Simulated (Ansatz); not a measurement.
Geometry optimisation, Ansatz 0.2.0, UKS PBE-D4/cc-pVDZ.

Input:

```yaml
crystal:
  periodic: [false, false, false]
  atoms:
    - { symbol: C, position_ang: [-1.0231, 0.6837, -0.8452] }
    - { symbol: Si, position_ang: [0.5532, 0.6467, 0.0075] }
    - { symbol: C, position_ang: [0.6974, -0.8556, 1.0466] }
    - { symbol: H, position_ang: [-1.1247, -0.1069, -1.5428] }
    - { symbol: H, position_ang: [-1.1594, 1.6395, -1.4633] }
    - { symbol: H, position_ang: [-1.9011, 0.7245, -0.1446] }
    - { symbol: H, position_ang: [1.6929, 0.7213, -0.9724] }
    - { symbol: H, position_ang: [-0.0247, -0.8916, 1.8058] }
    - { symbol: H, position_ang: [1.6929, -0.845, 1.63] }
    - { symbol: H, position_ang: [0.6797, -1.7677, 0.4812] }
magnetization:
  spin_polarized: true
  initial_magnetization: 1
basis:
  gaussian: { orbitals: cc-pVDZ }
hamiltonian:
  xc: pbe
  dispersion: d4
relax:
  f_tol: 0.02
  max_steps: 50
```

Command:

```bash
$ ansatz run input.yaml --threads 2 --pin off --max-ram 3072MiB --backend cpu --events-out ev --progress --plain --runs-dir out
```

Where does it end, and by what steps?

The forces met the threshold. After 5 steps the energy has fallen by 0.394 eV; C1 moved furthest, 0.09 Å.

```
step  energy less start (eV)  largest force component (eV/Å)  accepted
   0                  0.0000                           2.984       yes
   1                 -0.3260                           1.118       yes
   2                 -0.2686                           1.310        no
   3                 -0.3926                           0.087       yes
   4                 -0.3935                           0.022       yes
   5                 -0.3936                           0.013       yes
```

```xyz
10
Properties=species:S:1:pos:R:3
C -1.080 0.741 -0.884
Si 0.591 0.691 0.028
C 0.754 -0.873 1.103
H -1.186 -0.148 -1.544
H -1.163 1.649 -1.516
H -1.926 0.739 -0.168
H 1.731 0.750 -0.975
H -0.054 -0.924 1.859
H 1.727 -0.892 1.633
H 0.690 -1.784 0.467
```

The run took 4 s on 2 threads of AMD EPYC 9R45 96-Core Processor (Zen 5), on a shared host, peak memory 0.16 GiB.
